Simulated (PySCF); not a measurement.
# CCl−: bond curves at several levels of theory

One job finds the state of CCl−, follows it along the bond with each method and fits the curves.

Program: PySCF 2.14.0. Level of theory: C def2-TZVPPD, Cl def2-TZVPPD, no relativity. These are calculated values, not measurements.

**1. Set-up**

Settings of the job:

```json
{
 "atoms": "C, Cl",
 "charge": "-1",
 "basis": "C def2-TZVPPD, Cl def2-TZVPPD",
 "Hamiltonian": "no relativity",
 "basis functions": "88",
 "electrons treated": "24",
 "masses in u": "12.0000, 34.9689",
 "levels": "PBE0, PBE, r²SCAN, BLYP, PBEsol, LDA, r²SCAN0, B2PLYP, HSE06, HF, MP2, SCS-MP2, CCSD, CCSD(T)",
 "grid": "80 radial by 434 angular points",
 "occupations": "held fixed by the projection of orbital angular momentum",
 "dissociation limit": "C + Cl−, each in its ground configuration",
 "starting distance in angstrom": "1.780",
 "values of 2S to try": "0, 2"
}
```

Run with:

```console
$ OMP_NUM_THREADS=2 python dia.py task.json out
```

The runs that follow: The PBE0 curve of the state that the search chose; Higher solutions at PBE0; PBE (GGA); r²SCAN (meta-GGA); BLYP; PBEsol; LDA; r²SCAN0; B2PLYP; HSE06 (range-separated hybrid); UHF; MP2 and coupled cluster.

**Question.** What will these runs give? Wanted: for each run, Re; ωe; De; μ.

The runs gave:

Lowest PBE0 solution found, without spin–orbit coupling: ³Σ⁻ (triplet), unpaired electrons π ↑↑. State 2 has its PBE0 minimum 0.36 eV higher, as a spin-mixed determinant (⟨S²⟩ = 1.01), so this is no gap between pure states. State 3 has its PBE0 minimum 1.52 eV higher. The other levels ran on the lowest alone.

```csv
level,Re (Å),ωe (cm⁻¹),De (eV),μ (D)
UHF,1.990,344,0.80,2.57
UHF-MP2,1.858,514,1.65,n/a
UHF-SCS-MP2,1.877,485,1.46,n/a
UHF-CCSD,1.888,472,1.48,n/a
UHF-CCSD(T),1.889,474,1.61,n/a
LDA,1.808,556,2.73,3.87
PBE,1.860,505,2.23,3.65
PBEsol,1.835,535,2.47,3.76
BLYP,1.915,440,1.87,3.44
r²SCAN,1.872,485,2.06,3.55
PBE0,1.848,516,2.02,3.59
r²SCAN0,1.861,496,1.90,3.50
HSE06,1.852,509,2.00,3.58
B2PLYP,1.881,472,1.70,3.32
```

De is counted to C + Cl− in their ground configurations. A positive dipole points from C to Cl; in an ion it is taken about the centre of mass and does not tell which atom is negative.

Differences from CCSD(T) in the same basis:

```csv
level,Re (mÅ),ωe (%)
UHF,+101,-27.5
UHF-MP2,-31,+8.4
UHF-SCS-MP2,-12,+2.2
UHF-CCSD,-2,-0.5
LDA,-81,+17.2
PBE,-29,+6.4
PBEsol,-54,+12.8
BLYP,+26,-7.3
r²SCAN,-17,+2.2
PBE0,-41,+8.8
r²SCAN0,-28,+4.5
HSE06,-37,+7.3
B2PLYP,-9,-0.5
```

Against CCSD(T) in the same basis, the bond length is nearest at UHF-CCSD (-2 mÅ) and farthest at UHF (+101 mÅ); the wavenumber is nearest at UHF-CCSD and B2PLYP (-0.5 %) and farthest at UHF (-27.5 %). Among the levels with a De in the table, it runs from 0.80 eV (UHF) to 2.73 eV (LDA).

Correlated steps freeze 6 core orbitals. B2PLYP dipoles, levels and charges come from its SCF part alone. With some functionals the highest level of the anion is positive, from self-interaction error or because the anion is truly unbound there; the finite basis then holds the extra electron, and no neutral molecule was run to test the binding.
